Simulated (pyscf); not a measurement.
**Insertion: `[OH][Ga]` [singlet] + `[ClH]` → `[OH][GaH][Cl]`**

Gas phase, singlet surface, charge 0. Bonds broken: Cl4–H5. Bonds formed: Ga1–Cl4, Ga1–H5. PySCF, gas phase, ωB97X-D3(BJ)/def2-SVP geometries. MP2 and CC: frozen core, UHF for open shells. ΔMP2 is the change of the MP2 total energy from the triple- to the quadruple-zeta basis.

Transition state (Å):

```xyz
5

Ga     0.2035    -0.3130    -0.7689
O      0.9367     0.7375     0.4529
H      1.9001     0.7457     0.4988
Cl    -2.2779    -0.1093    -0.6159
H     -1.0875    -0.9490    -1.5333
```

One imaginary mode, 1207i cm⁻¹; descent along it reached the two sides named, in the forms told below.

| bond | change | reactant side (Å) | saddle | product side |
|---|---|---|---|---|
| Cl4–H5 | breaks | 1.285 | 1.722 | 3.2 |
| Ga1–Cl4 | forms | 3.1 | 2.494 | 2.134 |
| Ga1–H5 | forms | 3.4 | 1.630 | 1.549 |

Electronic energies relative to the separated reactants (kJ/mol):

| level | barrier | reaction energy | reverse barrier |
|---|---|---|---|
| ωB97X-D3(BJ)/def2-TZVP | 102.7 | -151.9 | 254.6 |
| PBE/def2-TZVP | 68.4 | -119.2 | 187.6 |
| r²SCAN/def2-TZVP | 67.5 | -146.4 | 213.9 |
| B3LYP-D3(BJ)/def2-TZVP | 98.8 | -115.2 | 214.0 |
| PBE0-D3(BJ)/def2-TZVP | 84.5 | -137.6 | 222.1 |
| M06-2X/def2-TZVP | 101.1 | -143.4 | 244.6 |
| ωB97M-D3(BJ)/def2-TZVP | 116.8 | -121.9 | 238.8 |
| HF/def2-TZVP | 174.5 | -136.5 | 311.0 |
| MP2/def2-QZVPP | 97.4 | -144.0 | 241.4 |
| CCSD/def2-TZVPP | 122.7 | -136.8 | 259.4 |
| CCSD(T)/def2-TZVPP | 107.5 | -138.3 | 245.9 |
| CCSD(T)/def2-TZVPP + ΔMP2(QZVPP) | 108.1 | -131.6 | 239.7 |

With CCSD(T)/def2-TZVPP + ΔMP2(QZVPP) energies and thermal terms (ideal gas, 1 atm, RRHO with modes under 100 cm⁻¹ raised to 100, one conformer, R ln 2 for chiral ones without a mode under 150 cm⁻¹), in kJ/mol:

```json
[
 {"T (K)": "298", "ΔH‡": "104.3", "ΔG‡": "142.4", "ΔH": "-127.1", "ΔG": "-86.6"},
 {"T (K)": "600", "ΔH‡": "104.3", "ΔG‡": "181.2", "ΔH": "-126.1", "ΔG": "-45.8"},
 {"T (K)": "900", "ΔH‡": "105.8", "ΔG‡": "219.4", "ΔH": "-123.1", "ΔG": "-6.2"},
 {"T (K)": "1200", "ΔH‡": "107.7", "ΔG‡": "256.9", "ΔH": "-119.3", "ΔG": "+32.2"}
]
```

On the product side the descent ends in a point that may be a rotor saddle (no frequency run), 6.7 kJ/mol over the lowest minimum found and 247.9 kJ/mol under the saddle at ωB97X-D3(BJ)/def2-TZVP. This is the saddle that the search found; another between the same sides may lie lower. The CCSD(T) − MP2 part came from Ansatz, without density fitting, on the same reference. The frozen core leaves the outer d or s,p core shells of the metals and heavy elements correlated in the MP2 and CC values, and def2-TZVPP describes them poorly, which can shift differences by a few kcal/mol. Elements up to Kr have no core potential and no relativistic terms here.
